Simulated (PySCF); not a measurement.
**Working out the ionisation energy of B**

B [He] 2s2 2p1 (2P) → B⁺ [He] 2s2 (1S). Calculation: PySCF 2.14, in dyall-acv3z (15s9p4d2f, 76 functions); scalar relativity by spin-free X2C-1e. Frozen: nothing; the 5 highest virtual orbitals dropped. Energies in hartree (1 hartree = 27.21139 eV):

| part | B (lower) | B⁺ (upper) |
| --- | --- | --- |
| UHF | -24.539841 | -24.244394 |
| MP2 opposite-spin | -0.085290 | -0.080449 |
| MP2 same-spin | -0.005627 | -0.001866 |

Task: What does Hartree-Fock give?

Result: (-24.244394) − (-24.539841) = 0.295447 hartree = 8.040 eV.

Task: What do MP2 and SCS-MP2 (6/5 opposite-spin, 1/3 same-spin) give?

Result: The opposite-spin parts differ by 0.132 eV and the same-spin parts by 0.102 eV. MP2: 8.040 + (0.132) + (0.102) = 8.274 eV. SCS-MP2: 8.040 + 1.2 × (0.132) + (0.102)/3 = 8.232 eV.

Measured between the centres of the two terms (NIST): 8.297 eV, so MP2 (valence and next inner shell) is off by -0.023 eV.

What remains against the reference includes basis incompleteness and correlation beyond second order.
